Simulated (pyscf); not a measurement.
HN=SiH–NH₂ (SMILES N=[SiH]N) + H₂ (SMILES [H][H]) -> H₂N–SiH₂–NH₂ (SMILES N[SiH2]N), an addition across a multiple bond or ene-type step (singlet surface; H–H broken, H–N, H–Si formed). Single points on ωB97X-D3(BJ)/def2-SVP structures (PySCF, gas phase). Energies in kcal/mol from the separated reactants.

Small-basis levels: PySCF, no dispersion term, spherical d functions. AM1 to PM7: differences of heats of formation from MOPAC, which are fitted to 298 K values and so differ in kind from electronic energies by zero-point and thermal terms. Cost: rough CPU time at the saddle relative to B3LYP/6-31G*, from one job on a shared machine.

```json
[
 {"level": "HF/STO-3G", "barrier": "67.1", "reaction energy": "-94.3", "cost": "0.07"},
 {"level": "HF/3-21G", "barrier": "36.7", "reaction energy": "-70.7", "cost": "0.08"},
 {"level": "MP2/6-31G*", "barrier": "33.1", "reaction energy": "-48.3", "cost": "0.1"},
 {"level": "SVWN5/6-31G*", "barrier": "11.9", "reaction energy": "-56.0", "cost": "0.9"},
 {"level": "BP86/6-31G*", "barrier": "22.9", "reaction energy": "-47.3", "cost": "1"},
 {"level": "PBE/6-31G*", "barrier": "21.2", "reaction energy": "-48.9", "cost": "1"},
 {"level": "B3LYP/STO-3G", "barrier": "55.9", "reaction energy": "-69.8", "cost": "0.7"},
 {"level": "B3LYP/3-21G", "barrier": "30.1", "reaction energy": "-56.3", "cost": "0.8"},
 {"level": "B3LYP/LANL2DZ", "barrier": "34.2", "reaction energy": "-54.7", "cost": "0.8"},
 {"level": "M06-2X/6-31G*", "barrier": "24.9", "reaction energy": "-55.0", "cost": "3"},
 {"level": "PBE/def2-SVP", "barrier": "15.9", "reaction energy": "-50.6", "cost": "2"},
 {"level": "AM1", "barrier": "54.9", "reaction energy": "-32.4", "cost": "under 0.02"},
 {"level": "ωB97M-D3(BJ)/def2-TZVP", "barrier": "20.4", "reaction energy": "-52.1", "cost": "–"}
]
```

Against the last row the barrier runs from -8.5 (SVWN5/6-31G*) to +46.7 kcal/mol (HF/STO-3G). ωB97M-D3(BJ)/def2-TZVP has limits of its own. At the saddle there is also a short H–Si contact that neither side keeps. HN=SiH–NH₂ lies 20.7 kcal/mol over its isomer H₂N–Si:–NH₂ [singlet] (electronic energy, ωB97M-D3(BJ)/def2-TZVP). One saddle was located; it need not be the lowest between these sides.
